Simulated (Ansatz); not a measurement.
## HBAl, doublet: the ladder up to full CI

Geometry: displaced at random from a stationary point.

```yaml
atoms:
  - { symbol: B, position_ang: [-0.0154, -0.1010, 0.3360] }
  - { symbol: Al, position_ang: [-0.0163, -0.0585, -1.7946] }
  - { symbol: H, position_ang: [0.0317, 0.1595, 1.4586] }
```

Basis 6-31G; Ansatz 0.2.0. Only valence electrons are correlated (noble-gas cores frozen), which leaves 7 electrons in 18 orbitals. R marks a restricted (for open shells ROHF) determinant, U an unrestricted one. Active spaces: valence = (7e, 9o) chosen from the atoms' valence shells.

Full CI is exact within this basis and frozen core; it isn't the basis-set limit. The frozen core follows each run's orbitals, which can shift R against U totals by a few meV.

HF rows: RHF is the determinant under the cluster runs. Coupled cluster chose its determinant by a search with trial CCSD, here up to 0.11 eV above the lowest Hartree–Fock solution of its kind, and MP2 stands on that determinant too. For open shells CISD and CISDTQ are restricted-active-space CI with the open shells as a complete middle space.

The UHF ⟨S²⟩ is 1.187. The ⟨S²⟩ of the determinant under UCCSD is 0.763, the T1 diagnostic (RCCSD) is 0.0311 and the largest doubles amplitude (RCCSD) is 0.108. The T1 diagnostic (UCCSD) is 0.0336.

```
   level  E − E(RHF) (eV)
    RMP2          -1.6676
    UMP2          -1.6727
   RCCSD          -2.4231
   UCCSD          -2.4233
RCCSD(T)          -2.4754
UCCSD(T)          -2.4751
```

Problem. Estimate how far full CI in 6-31G lies from RCCSD(T). The table doesn't fix it; the size of (T) and the diagnostics are the guide.

Solution. Full CI in 6-31G lies 3.0 kJ/mol below RCCSD(T), which is 60 % of the (T) step (-5.0 kJ/mol). T1 is raised, and the rest is a large part of (T).

The other levels:

```tsv
level	E − E(full CI) (kJ/mol)	share of correlation (%)	wall time
CISD†	20.7	–	0.54 s
BCCD(T)	3.0	98.78	1.5 s
RCCSDT	0.5	99.79	–
UCCSDT	0.5	99.79	–
CISDTQ	1.1	99.53	3.5 s
RCCSDT(Q)	0.1	99.94	3.4 s
UCCSDT(Q)	0.1	99.95	7 s
RCCSDTQ	0.0	99.99	27 s
UCCSDTQ	0.0	100.00	27 s
CASSCF (valence space)†	64.8	–	–
NEVPT2 (valence space)†	20.0	–	2.6 s
MRCISD (valence space)†	2.3	–	–
MRCISD+Q (valence space)†	1.1	–	4 s
```

A dagger marks rows that describe another state than the reference (another or a broken symmetry, a higher spin or other natural occupations), so the difference holds a gap between states beside the method's error.

The correlation energy at full CI, counted from RHF, is -2.507 eV. That run took 31 s on 1 thread of Arm Neoverse V1, shared host over 1,247,040 determinants.

Run but not shown, since their state, orbitals or frozen core can't be matched to the reference's or they repeat it: UHF.

Times hold each run's SCF and search for its determinant on a shared host, so for small cases they say little of a method's own cost; they ran on 1 thread of Arm Neoverse V1. Some runs computed forces too.

The full-CI state has the irrep A'' of Cs, in the program's axes.

Natural occupations of full CI about the gap: 1.970 1.944 1.868 0.984 0.072 0.050 0.041 0.024 0.019 0.008; effectively unpaired electrons, Σ n²(2−n)², 1.11.
